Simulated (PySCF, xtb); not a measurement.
Bond stretch in HCl, singlet.

Computed with: RKS-PBE = restricted PBE/6-31G run with PySCF 2.14.0; RKS-M06-2X = restricted M06-2X/6-31G run with PySCF 2.14.0; GFN1-xTB (xtb).

Energies are in kJ/mol, each relative to the lowest point of its own curve near equilibrium.

| R / Å | RKS-PBE | RKS-M06-2X | GFN1-xTB |
|---|---|---|---|
| 0.96 | 367.6 | 351.2 | ___ |
| 1.03 | 205.1 | 192.4 | 140.3 |
| 1.10 | 102.8 | 93.5 | 56.6 |
| 1.16 | 49.1 | 42.6 | 19.4 |
| 1.19 | 31.1 | 25.9 | 9.1 |
| 1.23 | ___ | 10.9 | 1.6 |
| 1.28 | 3.1 | 1.6 | 0.0 |
| 1.32 | 0.0 | 0.0 | ___ |
| 1.37 | 2.0 | 3.7 | 12.2 |
| 1.42 | 8.9 | 12.3 | 24.7 |
| 1.49 | 24.5 | ___ | 46.7 |
| 1.58 | 51.1 | 60.0 | 80.5 |
| 1.72 | 99.9 | 113.8 | 140.4 |
| 1.90 | ___ | 186.8 | 218.7 |
| 2.12 | 240.7 | 272.4 | 303.9 |
| 2.30 | ___ | 335.8 | 362.5 |
| 2.59 | 365.3 | 422.7 | 435.9 |
| 2.84 | 411.1 | 482.3 | 480.6 |
| 3.10 | — | 530.9 | 512.4 |
| 3.46 | — | 580.0 | 538.5 |
| 3.79 | — | 611.4 | — |
| 4.50 | — | 652.4 | — |
| 5.14 | — | 671.5 | — |

Fill in the missing entries.


- 0.96, GFN1-xTB: 292.8
- 1.23, RKS-PBE: 14.4
- 1.32, GFN1-xTB: 3.5
- 1.49, RKS-M06-2X: 30.3
- 1.90, RKS-PBE: 165.6
- 2.30, RKS-PBE: 294.6

Dashes: no converged value, or the column stops at the first point that the program doubted or that broke a chosen test of continuity, which isn't proof of a fault.

The restricted form behind RKS-PBE, RKS-M06-2X keeps the bonding electrons paired and can't separate into open-shell fragments. At the longest distance RKS-M06-2X leaves fractional charges on the fragments, a sign of delocalisation error or of the restricted form.
